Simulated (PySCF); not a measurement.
Gas-phase reaction: H3SiCCH + 2 H → (CH3)2Si

Computed with PySCF (xtb for GFN2) and rigid-rotor harmonic-oscillator thermochemistry at 1 bar. † marks an energy on the PBE0/def2-TZVP geometry and frequencies; other levels use their own. MP2 freezes the core. 6-31G* has spherical d functions here. Open shells (unrestricted): H (multiplicity 2); the rest are closed-shell singlets. GFN2 has no spin-polarisation term. B3LYP is the form with VWN-RPA correlation. (CH3)2Si: computed as isolated molecules; such fragments, hydroxides, amides, oligomers or adducts are transient or little studied in the gas. MP2 isn't extrapolated to the basis-set limit.

```csv
level,"ΔH°(298 K), kJ"
B3LYP/6-31G*,___
GFN2-xTB,___
HF/6-31G*,-411
M06-2X/def2-TZVP†,-530
MP2/def2-TZVPP†,-488
PBE/def2-SVP,___
PBE0/def2-QZVP†,-536
r2SCAN/def2-TZVP†,___
LDA/def2-TZVP†,-602
```

### Question
Complete the blanks.

### Answer

- B3LYP/6-31G*, ΔH°(298 K), kJ: -542
- GFN2-xTB, ΔH°(298 K), kJ: -565
- PBE/def2-SVP, ΔH°(298 K), kJ: -531
- r2SCAN/def2-TZVP†, ΔH°(298 K), kJ: -523
